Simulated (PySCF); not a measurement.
## Relaxation of doublet BO₂

Method: UB3LYP in PySCF with B def2-TZVP, O def2-TZVP; no relativity; density-fitted integrals. A (50,194) grid was used.

A hand-made linear start, of D∞h symmetry, held to at least that symmetry:

```xyz
3
charge 0 multiplicity 2, angstrom
B     0.0000    0.0000    0.0000
O     0.0000    0.0000    1.3500
O     0.0000    0.0000   -1.3500
```

At each step, columns x, y, z (Å) and Fx, Fy, Fz (eV/Å):

```
step 0  E − E(last) = 44.41 kJ/mol
B    0.000   0.000   0.000   0.000   0.000   0.000
O    0.000   0.000   1.350   0.000   0.000  -4.738
O    0.000   0.000  -1.350   0.000   0.000   4.738
step 1  E − E(last) = 3.67 kJ/mol
B    0.000   0.000   0.000   0.000   0.000   0.000
O    0.000   0.000   1.238   0.000   0.000   1.706
O    0.000   0.000  -1.238   0.000   0.000  -1.706
step 2  E − E(last) = 0.28 kJ/mol
B    0.000   0.000   0.000   0.000   0.000   0.000
O    0.000   0.000   1.268   0.000   0.000  -0.448
O    0.000   0.000  -1.268   0.000   0.000   0.448
step 3  E − E(last) = 0.00 kJ/mol
B    0.000   0.000   0.000   0.000   0.000   0.000
O    0.000   0.000   1.262   0.000   0.000  -0.031
O    0.000   0.000  -1.262   0.000   0.000   0.031
step 4  E − E(last) = 0.00 kJ/mol
B    0.000   0.000   0.000   0.000   0.000   0.000
O    0.000   0.000   1.261   0.000   0.000   0.001
O    0.000   0.000  -1.261   0.000   0.000  -0.001
```

It ends at D∞h with B–O 1.261 Å (×2); O–B–O 180.0°. A frequency run shows a minimum.
